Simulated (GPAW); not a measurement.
**A workflow on BH3O (BH2(OH))**

Aim: a structure relaxation (PBE-TS/real-space grid), then the harmonic vibrations (PBE-TS/real-space grid), then the vertical excitations (TD-PBE/real-space grid) of BH3O (BH2(OH)). The job is set up through an ASE script.

The results are computed with GPAW 26.7.0.

1 further run of the same task is left out (it didn't finish).

## Step 1: Starting point

BH3O: 5 atoms, total charge 0, spin state singlet. As SMILES, `[H]B([H])O`. All atoms were displaced at random from a relaxed shape. The run starts from this shape.

Bond lengths: B1–O4 1.328 Å, B1–H2 1.148 Å, B1–H3 1.146 Å, O4–H5 0.930 Å. Angles: B1–O4–H5 112.5°, H2–B1–O4 114.2°, H3–B1–O4 129.4°, H2–B1–H3 116.2°.

## Step 2: A structure relaxation at PBE-TS/real-space grid (scalar-relativistic datasets) (run 1)

Contents of calc.py:

```python
from ase import Atoms
from ase.calculators.vdwcorrection import vdWTkatchenko09prl
from ase.io import write
from ase.optimize import FIRE2
from gpaw import GPAW
from gpaw.analyse.hirshfeld import HirshfeldPartitioning
from gpaw.analyse.vdwradii import vdWradii
from gpaw.mpi import world
from gpaw.utilities.adjust_cell import adjust_cell

# Geometry
atoms = Atoms("BHHOH",
    positions=[[  0.220171,   0.265318,  -0.096945],
               [  1.329027,   0.360913,  -0.379965],
               [ -0.375164,   1.242710,  -0.044842],
               [ -0.161292,  -0.970841,   0.203845],
               [ -1.065936,  -1.022875,   0.411631]])
adjust_cell(atoms, 4.5, h=0.22)

# GPAW settings
calc = GPAW(mode="fd",
            xc="PBE",
            h=0.22,
            maxiter=100,
            symmetry="off",
            legacy_gpaw=True,
            txt="-")
atoms.calc = vdWTkatchenko09prl(HirshfeldPartitioning(calc), vdWradii(atoms.get_chemical_symbols(), "PBE", world=world))

opt = FIRE2(atoms, trajectory="bh3o.traj")
converged = opt.run(fmax=0.05, steps=100)
print("Converged:", converged)
print(f"Final energy = {atoms.get_potential_energy():.5f} eV")
print(f"r(H1-B0)                {atoms.get_distance(1, 0):.4f} Ang")
print(f"r(O3-B0) = {atoms.get_distance(3, 0):.4f} Ang")
write("relaxed.xyz", atoms)
```

Launch:

```
OMP_NUM_THREADS=1 python calc.py
```

Standard output:

```text
[...]
    cutoffs:
[...]
  Total Charge: 0.000000
[...]
Number of atoms: 5
[...]
Number of bands in calculation: 11
Number of valence electrons: 12
[...]
iter:   1 hh:mm:ss   -27.679918
[...]
Converged after 22 iterations.
Dipole moment: (-0.341987, -0.009437, 0.069591) |e|*Ang
[...]
Fermi level: -4.39524
[...]
Converged after 14 iterations.
[...]
Converged after 13 iterations.
[...]
Converged after 11 iterations.
[...]
Converged after 7 iterations.
[...]
iter:   8 hh:mm:ss   -25.170349c  -7.99c -5.27c
Converged after 8 iterations.
Dipole moment: (-0.318665, -0.009067, 0.059996) |e|*Ang
Energy contributions relative to reference atoms: (reference = -2747.812355)
Kinetic:        +27.017170
Potential:      -30.845672
External:        +0.000000
XC:             -22.081956
Entropy (-ST):   +0.000000
Local:           +0.740108
SIC:             +0.000000
--------------------------
Free energy:    -25.170349
Extrapolated:   -25.170349
 Band  Eigenvalues  Occupancy
    0    -25.88078    2.00000
    1    -14.22193    2.00000
    2    -11.15825    2.00000
    3     -9.68092    2.00000
    4     -9.07971    2.00000
    5     -7.42958    2.00000
    6     -1.57313    0.00000
    7     -0.64546    0.00000
    8      0.58716    0.00000
    9      0.91782    0.00000
   10      1.30539    0.00000
Fermi level: -4.50136
Gap: 5.856 eV
Transition (v -> c):
[...]
Forces in eV/Ang:
  0 B     0.01473   -0.03858    0.00370
  1 H     0.00533   -0.02427    0.03084
  2 H     0.00420   -0.01741    0.00339
  3 O    -0.03246   -0.03446    0.00622
  4 H    -0.00055    0.01810   -0.02110
FIRE2:   33 hh:mm:ss      -25.173934        0.047748
Converged: True
Final energy = -25.17393 eV
r(H1-B0)                1.2032 Ang
r(O3-B0) = 1.3594 Ang
```

Wall time 4.3 min (1 thread of Arm Neoverse V1, shared host); peak memory 0.4 GiB.

The path in brief:

| step | energy from the first frame kept (eV) | largest force (eV/Å) |
| --- | --- | --- |
| 0 | 0.0000 | 2.3759 |
| 2 | -0.1536 | 1.1933 |
| 4 | -0.1852 | 0.7800 |
| 6 | -0.1958 | 0.3930 |
| 8 | -0.2025 | 0.3462 |
| 10 | -0.2078 | 0.1790 |
| 12 | -0.2106 | 0.1735 |
| 14 | -0.2134 | 0.1563 |
| 16 | -0.2160 | 0.1365 |
| 18 | -0.2188 | 0.1253 |
| 20 | -0.2213 | 0.1126 |
| 22 | -0.2237 | 0.1002 |
| 24 | -0.2262 | 0.0956 |
| 26 | -0.2291 | 0.0757 |
| 28 | -0.2320 | 0.0548 |
| 30 | -0.2338 | 0.1377 |
| 32 | -0.2344 | 0.0832 |
| 33 | -0.2345 | 0.0477 |

After the run. Bond lengths: B1–O4 1.359 Å, B1–H2 1.203 Å, B1–H3 1.205 Å, O4–H5 0.970 Å. Angles: B1–O4–H5 113.7°, H2–B1–O4 116.4°, H3–B1–O4 120.5°, H2–B1–H3 123.2°.

## Step 3: Vibrational wavenumbers at PBE-TS/real-space grid (scalar-relativistic datasets, shape nonlinear) (run 2)

Contents of relaxed.xyz:

```xyz
5
Lattice="11.44 0.0 0.0 0.0 11.44 0.0 0.0 0.0 10.56" Properties=species:S:1:pos:R:3:forces:R:3 energy=-25.173934061911975 free_energy=-25.173934061911975 pbc="F F F"
B        5.91753631       5.89423657       5.20150769       0.01473400      -0.03857633       0.00369590
H        7.08141678       6.03117828       4.92906475       0.00532608      -0.02427037       0.03083628
H        5.12999852       6.80642143       5.20808985       0.00420316      -0.01741109       0.00338735
O        5.51052504       4.63025391       5.49238556      -0.03245802      -0.03446187       0.00622394
H        4.55981826       4.55747439       5.67165564      -0.00055190       0.01809886      -0.02109702
```

Contents of molecule_vib.py:

```python
from ase.calculators.vdwcorrection import vdWTkatchenko09prl
from ase.io import read
from ase.thermochemistry import IdealGasThermo
from ase.vibrations import Vibrations
from gpaw import GPAW
from gpaw.analyse.hirshfeld import HirshfeldPartitioning
from gpaw.analyse.vdwradii import vdWradii
from gpaw.mpi import world

# Geometry
system = read('relaxed.xyz')

# Calculator
calc = GPAW(mode='fd',
            h=0.22,
            xc='PBE',
            convergence={'density': 1e-05},
            maxiter=100,
            symmetry='off',
            legacy_gpaw=True,
            txt='molecule.txt')
system.calc = vdWTkatchenko09prl(HirshfeldPartitioning(calc), vdWradii(system.get_chemical_symbols(), 'PBE', world=world))

energy = system.get_potential_energy()
vib = Vibrations(system, delta=0.01)
vib.run()
vib.summary()
freqs = vib.get_frequencies()
zpe = vib.get_zero_point_energy()

thermo = IdealGasThermo(vib_energies=vib.get_energies(), potentialenergy=energy, atoms=system, geometry='nonlinear',
                        symmetrynumber=1, spin=0.0, ignore_imag_modes=True)
H = thermo.get_enthalpy(298.15, verbose=False)
S = thermo.get_entropy(298.15, 101325.0, verbose=False)
G = thermo.get_gibbs_energy(temperature=298.15, pressure=101325.0)
```

Launch:

```
python molecule_vib.py > molecule_vib.log
```

Standard output:

```text
---------------------
  #    meV     cm^-1
---------------------
  0    7.3i     58.9i
  1   17.8     143.3
  2   33.6     270.9
  3   43.0     347.2
  4   45.8     369.3
  5   60.8     490.5
  6  105.6     851.6
  7  115.4     931.1
  8  131.6    1061.8
  9  142.0    1145.5
 10  154.5    1246.4
 11  168.1    1355.5
 12  309.4    2495.3
 13  327.4    2640.7
 14  472.9    3814.4
---------------------
Zero-point energy: 1.064 eV
Enthalpy components at T = 298.15 K:
===============================
Enthalpy components at T = 298.15 K:
===============================
E_pot                -25.174 eV
E_ZPE                  0.963 eV
Cv_trans (0->T)        0.039 eV
Cv_rot (0->T)          0.039 eV
Cv_vib (0->T)          0.005 eV
-------------------------------
U                    -24.128 eV
===============================
(C_v -> C_p)           0.026 eV
-------------------------------
H                    -24.103 eV
===============================

Entropy components at T = 298.15 K and P = 101325.0 Pa:
=================================================
{"":15s}{"S":13s}     {"T*S:13s}
S_trans (1 bar)    0.0015671 eV/K        0.467 eV
S_rot              0.0007991 eV/K        0.238 eV
S_elec             0.0000000 eV/K        0.000 eV
S_vib              0.0000205 eV/K        0.006 eV
S (1 bar -> P)    -0.0000011 eV/K       -0.000 eV
-------------------------------------------------
S                  0.0023856 eV/K        0.711 eV
=================================================

Free energy components at T = 298.15 K and P = 101325.0 Pa:
=======================
    H        -24.103 eV
 -T*S         -0.711 eV
-----------------------
    G        -24.814 eV
=======================
```

molecule.txt:

```text
___ ___ ___ _ _ _
 |   |   |_  | | | |
 | | | | | . | | | |
 |__ |  _|___|_____|  26.7.0
 |___|_|

units:  Angstrom and eV
cores:  1
OpenMP: False

Versions:
  Python: 3.12.14
  ASE:    3.29.0
  Numpy:  2.5.5
  Scipy:  1.18.1
  Libxc:  7.0.0

        _gpaw.cpython-312-aarch64-linux-gnu.so

Input parameters:
  convergence: {density: 1e-05}
  h: 0.22
  maxiter: 100
  mode: fd
  symmetry: off
  xc: PBE

System changes: positions, numbers, cell, pbc, initial_charges, initial_magmoms

Initialize ...

[... 79 lines left out ...]
 Maximum [total energy] change in last 3 cyles: 0.0005 eV / valence electron
[... 76 lines left out ...]
Bands to converge: occupied
[... 89 lines left out ...]
Converged after 11 iterations.
[... 39 lines left out ...]
Energy:         -25.173556782204408
[... 86 lines left out ...]
Total:                                               251.002 100.0%
```

Wall time 4.2 min (1 thread of Arm Neoverse V1, shared host); peak memory 0.44 GiB.

## Step 4: The vertical excitations at TD-PBE/real-space grid (scalar-relativistic datasets, restrict {'jend': 15}) (run 3)

relaxed.xyz is that of step 3.

Contents of lr.py:

```python
from ase.io import read
from ase.units import Hartree
from gpaw import GPAW
from gpaw.lrtddft import LrTDDFT

# Geometry
molecule = read('relaxed.xyz')

# GPAW settings
gpaw_calc = GPAW(mode='fd',
                 h=0.22,
                 xc='PBE',
                 nbands=21,
                 convergence={'bands': 16, 'eigenstates': 1e-06},
                 maxiter=150,
                 symmetry='off',
                 legacy_gpaw=True,
                 txt='-')
molecule.calc = gpaw_calc
molecule.get_potential_energy()

# Linear-response TDDFT
lr = LrTDDFT(gpaw_calc, nspins=2, restrict={'jend': 15}, txt='lr.txt')
lr, triplets = lr.singlets_triplets()
triplets.diagonalize()
lr.diagonalize()
energies = [x.get_energy() * Hartree for x in lr][:10]
strengths = [x.get_oscillator_strength()[0] for x in lr][:10]
for n, (e, f) in enumerate(zip(energies, strengths), 1):
    print(f'{n:3d} {e:8.3f} eV  f = {f:.4f}')
e_triplets = [x.get_energy() * Hartree for x in triplets][:10]
print('Triplets (eV):', [round(e, 3) for e in e_triplets])
lr.analyse(range(4))
```

Launch:

```
python lr.py
```

Standard output:

```text
[...]
    cutoffs:
[...]
  Total Charge: 0.000000
[...]
Number of atoms: 5
[...]
Number of bands in calculation: 21
Number of valence electrons: 12
[...]
iter:   1 hh:mm:ss   -27.588644   +2.69
[...]
iter:  55 hh:mm:ss   -25.170349c  -6.03c -11.72c
Converged after 55 iterations.
Dipole moment: (-0.318666, -0.009066, 0.059996) |e|*Ang
Energy contributions relative to reference atoms: (reference = -2747.812355)
Kinetic:        +27.017359
Potential:      -30.845857
External:        +0.000000
XC:             -22.081978
Entropy (-ST):   +0.000000
Local:           +0.740127
SIC:             +0.000000
--------------------------
Free energy:    -25.170349
Extrapolated:   -25.170349
 Band  Eigenvalues  Occupancy
    0    -25.88077    2.00000
    1    -14.22192    2.00000
    2    -11.15824    2.00000
    3     -9.68091    2.00000
    4     -9.07970    2.00000
    5     -7.42958    2.00000
    6     -1.57313    0.00000
    7     -0.64547    0.00000
    8      0.58715    0.00000
    9      0.91782    0.00000
   10      1.30539    0.00000
   11      1.62232    0.00000
   12      1.81773    0.00000
   13      1.97575    0.00000
[...]
Fermi level: -4.50135
Gap: 5.856 eV
Transition (v -> c):
[...]
  rest=0.00455
3: E=8.381 eV, f=0.06759, (0.0050802,0.19304,0.0046498)
  3->6 u 0.0222
  4->6 u 0.0399
  5->9 u 0.92
  rest=0.0177
```

lr.txt:

```text
Kohn-Sham single transitions

KSS 120 transitions (restrict={'jend': 15})
KSS TRK sum 2.10594 (2.28582,1.92108,2.11091)
KSS polarisabilities(l=0-3) 2.10594, 16.1436, 142.732, 1410.79

Linear response TDDFT calculation

[... 484 lines left out ...]
Memory usage: 467.55 MiB
```

Wall time 3.5 min (1 thread of Arm Neoverse V1, shared host); peak memory 0.46 GiB.

The roots found:

| excited state | energy (eV) | strength |
| --- | --- | --- |
| 1 | 6.082 | 0.0000 |
| 2 | 6.842 | 0.0049 |
| 3 | 8.042 | 0.0757 |
| 4 | 8.381 | 0.0676 |
| 5 | 8.383 | 0.0041 |
| 6 | 8.557 | 0.0462 |
| 7 | 8.719 | 0.0087 |
| 8 | 9.072 | 0.0110 |
| 9 | 9.126 | 0.0368 |
| 10 | 9.312 | 0.0257 |

## Step 5: Results

| quantity | value |
| --- | --- |
| run 1, PBE-TS/real-space grid: energy as printed (from the program's reference atoms) | -25.1739 eV |
| run 1, PBE-TS/real-space grid: dipole moment | 1.56 D |
| run 1, PBE-TS/real-space grid: HOMO energy | -7.43 eV |
| run 1, PBE-TS/real-space grid: LUMO energy | -1.57 eV |
| run 1, PBE-TS/real-space grid: HOMO–LUMO gap | 5.86 eV |
| run 1, PBE-TS/real-space grid: dispersion energy | -0.35 kJ/mol |
| run 2, PBE-TS/real-space grid: lowest harmonic wavenumber | 852 cm⁻¹ |
| run 2, PBE-TS/real-space grid: highest harmonic wavenumber | 3814 cm⁻¹ |
| run 2, PBE-TS/real-space grid: zero-point energy | 93.0 kJ/mol |
| run 2, PBE-TS/real-space grid: ideal-gas entropy at 298.15 K and 101325 Pa (symmetry number 1 as used) | 55.0 cal/(mol K) |
| run 3, TD-PBE/real-space grid: energy as printed (from the program's reference atoms) | -25.1703 eV |
| run 3, TD-PBE/real-space grid: dipole moment (of the density that the program reports) | 1.56 D |
| run 3, TD-PBE/real-space grid: HOMO energy (PBE Kohn–Sham orbitals) | -7.43 eV |
| run 3, TD-PBE/real-space grid: LUMO energy (PBE Kohn–Sham orbitals) | -1.57 eV |
| run 3, TD-PBE/real-space grid: HOMO–LUMO gap (PBE Kohn–Sham orbitals) | 5.86 eV |
| run 3, TD-PBE/real-space grid: lowest singlet excitation energy | 6.08 eV |

The optimisation (run 1, PBE-TS/real-space grid) took 33 steps and changed the energy by -0.234 eV. All 9 modes (run 2, PBE-TS/real-space grid) are real, so the shape is a minimum at this level. The brightest of the 10 transitions from the ground state lies at 8.04 eV (154 nm, f = 0.076); the lowest, at 6.08 eV, has f = 0.000. Roots above 7.4 eV lie over the negative of the HOMO energy, where those of Rydberg kind are poorly described; valence roots are less touched.
